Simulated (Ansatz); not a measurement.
# NS (charge -1): a test of scalar relativity

Computed with Ansatz 0.2.0 through its Python package.

Notebook, run cell by cell (the value of a cell's last expression is shown):

In [1]:
```python
import ansatz as az
import numpy as np
```

In [2]:
```python
XC = 'b3lyp'
DISPERSION = 'd4'
CHARGE = -1
```

In [3]:
```python
GEOMETRY = '''
S     0.00000    0.00000    0.00000
N     0.00000    0.00000    1.74000
'''
```

In [4]:
```python
geometry = az.Crystal.molecule()
for line in GEOMETRY.strip().splitlines():
    symbol, *xyz = line.split()
    geometry = geometry.atom(symbol, [float(v) for v in xyz])
```

In [5]:
```python
base = (
    geometry.calculation()
    .functional(XC, dispersion=DISPERSION)
    .charge(CHARGE)
    .spin('collinear', total=2)
    .forces()
)
# a set contracted for a scalar-relativistic Hamiltonian goes with the relativistic run
sets = {'none': 'cc-pVTZ', 'scalar': 'cc-pVTZ-DK'}
found = {kind: base.basis(gaussian=basis).pseudopotentials(relativity=kind).run(threads=1).report for kind, basis in sets.items()}
for kind, each in found.items():
    dipole = 4.803205 * np.linalg.norm(each['charge_distribution']['dipole_moment_e_ang'])
    print(f'{kind:7s} E = {each["free_energy_ev"]:.4f} eV  dipole {dipole:.3f} D  largest force component {np.abs(each["forces_ev_ang"]).max():.4f} eV/A')
print(f'relativity lowers the total energy by {found["none"]["free_energy_ev"] - found["scalar"]["free_energy_ev"]:.3f} eV')
```
```text
none    E = -12325.4724 eV  dipole 1.211 D  largest force component 2.6766 eV/A
scalar  E = -12355.9369 eV  dipole 1.219 D  largest force component 2.6584 eV/A
relativity lowers the total energy by 30.465 eV
```

What to keep in mind:
- Total energies depend on the basis set; only differences at equal settings carry meaning.
- The geometry is a force-field or estimated start, not a minimum of this method. The basis set changes with the Hamiltonian (a set recontracted for scalar relativity), and most of the change in the total lies in the cores.
- The run takes the species as open-shell (spin multiplicity 3), which needn't be its ground state.
- An ion's dipole depends on the origin; the program takes it about the centre of nuclear charge.
- b3lyp holds the VWN-RPA fit, as in Gaussian; the form of ORCA and Turbomole is b3lyp5.
- The spin state was assumed, and another may lie lower.
- Anions want diffuse functions, which this basis lacks.
- Timing: 3.2 s on 1 thread of Arm Neoverse V1, on a shared host, peak memory 0.18 GiB.
